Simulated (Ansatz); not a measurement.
C4H7S (charge -1), SMILES C[C@@H]1C[C@@H]1[S-], a ladder of methods at one geometry

Run with the Python package of Ansatz (0.2.0).

Script `c4h7s.py`:
```python
"""One geometry of C4H7S(-), method by method."""

from pathlib import Path

import ansatz
import numpy as np

geometry_ang = [
    ("C", (0.867, -0.5526, 1.0638)),
    ("C", (-0.3029, -0.4529, 0.1426)),
    ("C", (-0.1113, 0.0355, -1.2684)),
    ("C", (-0.9361, 0.8428, -0.3031)),
    ("S", (-0.2571, 2.4235, 0.2059)),
    ("H", (0.5601, -0.3397, 2.0927)),
    ("H", (1.6845, 0.1239, 0.7953)),
    ("H", (1.268, -1.5714, 1.0395)),
    ("H", (-0.9863, -1.2792, 0.3044)),
    ("H", (0.8641, 0.4067, -1.5622)),
    ("H", (-0.6387, -0.4772, -2.0631)),
    ("H", (-2.0113, 0.8406, -0.4472)),
]
geometry = ansatz.Crystal.molecule()
for symbol, xyz in geometry_ang:
    geometry = geometry.atom(symbol, xyz)

calc = geometry.calculation().basis(gaussian="cc-pVDZ").charge(-1)

print("functional    E (Ha)        dipole (D)   HOMO (eV)  LUMO (eV)")
for name in ["revpbe", "pbe0", "blyp", "lda", "r2scan", "lc_wpbe"]:
    summary = calc.functional(name).forces().orbitals().run(runs_dir="runs").report
    lines = Path(summary["orbitals_path"]).read_text().splitlines()
    field_of = lambda key: [line.split("=")[1].strip() for line in lines if line.startswith(key)]
    orbitals = [(27.211386 * float(e), s, float(n)) for e, s, n in zip(field_of("Ene="), field_of("Spin="), field_of("Occup="))]
    homo = max(e for e, _, n in orbitals if n > 0.5)
    lumo = min(e for e, _, n in orbitals if n < 0.5)
    dipole = 4.803205 * np.linalg.norm(summary["charge_distribution"]["dipole_moment_e_ang"])
    print(f"{name:10s} {summary['free_energy_ev'] / 27.211386246:14.6f} {dipole:9.3f} {homo:11.3f} {lumo:10.3f}")
```

```console
$ python c4h7s.py
functional    E (Ha)        dipole (D)   HOMO (eV)  LUMO (eV)
revpbe        -554.695405     5.305       2.156      5.275
pbe0          -554.491361     5.578       0.976      6.034
blyp          -554.702517     5.121       2.338      5.220
lda           -551.956301     5.187       2.025      5.029
r2scan        -554.695576     5.541       1.872      5.742
lc_wpbe       -554.607323     5.907      -1.640      8.262
```

Notes:
- The settings weren't tested for convergence.
- The geometry is a force-field or estimated start, not a minimum of this method, and the basis set is short of its limit. A lower total doesn't mark the better method: functionals have no common bound, and MP2 and coupled cluster aren't variational.
- An ion's dipole depends on the origin; the program takes it about the centre of nuclear charge.
- Levels such as HOMO and LUMO are orbital energies: with these approximate functionals they aren't the ionisation energy and electron affinity, and their gap isn't the fundamental gap.
- For Al to Cl the sets with a tight d function, cc-pV(X+d)Z, are usual.
- Anions want diffuse functions, which this basis lacks.
- Hardware and time: 25 s on 1 thread of Arm Neoverse V2 (shared host), peak memory 0.29 GiB.
